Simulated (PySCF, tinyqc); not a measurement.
G0W0 on RHF in the sto-6g basis, for HF, spin multiplicity 1, step by step. The lowest restricted solution is unstable here: a spin-polarised one lies 0.0015 hartree lower (PySCF). One step of it, computed by the program tinyqc.

Problem. Orthogonalisation. S = U s U^T; symmetric (Loewdin) form X = U s^(-1/2) U^T, so that X^T S X = 1.

overlap S, lower triangle:
```
           1F 1s     1F 2s    1F 2px    1F 2py    1F 2pz     2H 1s
1F 1s   1.000000
1F 2s   0.232479  1.000000
1F 2px  0.000000  0.000000  1.000000
1F 2py  0.000000  0.000000  0.000000  1.000000
1F 2pz  0.000000  0.000000  0.000000  0.000000  1.000000
2H 1s   0.024202  0.269656  0.000000  0.000000  0.233268  1.000000
```

Give: eigenvalues of S; X.

Solution.

eigenvalues of S: 0.6062  0.8550  1.0000  1.0000  1.1242  1.4147

X, lower triangle:
```
          1F 1s    1F 2s  1F 2px  1F 2py   1F 2pz   2H 1s
1F 1s    1.0215
1F 2s   -0.1238   1.0527
1F 2px   0.0000   0.0000  1.0000
1F 2py   0.0000   0.0000  0.0000  1.0000
1F 2pz  -0.0029   0.0267  0.0000  0.0000   1.0225
2H 1s    0.0134  -0.1497  0.0000  0.0000  -0.1270  1.0531
```
